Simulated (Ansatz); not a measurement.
A made-up structure of LiAlH2O, closed shell:

```
5
angstrom
Li -1.6285 -0.3275 2.4296
O -0.6232 -0.1254 0.9299
Al 0.4065 0.0818 -0.6066
H 0.2575 -1.0480 -1.9885
H 1.5876 1.4192 -0.7644
```

It is relaxed with PBE-D4/def2-SVP and then PBE0-D4/def2-TZVP (Ansatz 0.2.0). Atoms count as bonded within 1.22 times the sum of their covalent radii (H–H: 0.88 Å). The end point is not checked to be a true minimum.

(1) Does its bonding change? (Judge from chemistry; the calculation decides.)

Answers

(1) Computed: No: no bond forms or breaks.

Where it ends: The first stage lowers the energy by 0.86 eV in 4 steps. It ends as LiAlH₂O ([Li][O][AlH2]):
```
5
angstrom
Li -1.4540 -0.2925 2.1693
O -0.5565 -0.1120 0.8302
Al 0.3630 0.0730 -0.5416
H 0.2300 -0.9356 -1.7754
H 1.4175 1.2670 -0.6825
```

Labels in which every atom is bracketed show which atoms are joined, not bond orders.

For scale, one of the runs: PBE0-D4/def2-TZVP relaxation, 94 basis functions, launched by `ansatz run in.yaml --threads 2 --pin off --events-out ev --progress --plain --max-ram 4352MiB`. Hardware: 2 CPU threads of an Arm Neoverse V2, shared host. Wall time about 4.1 s.
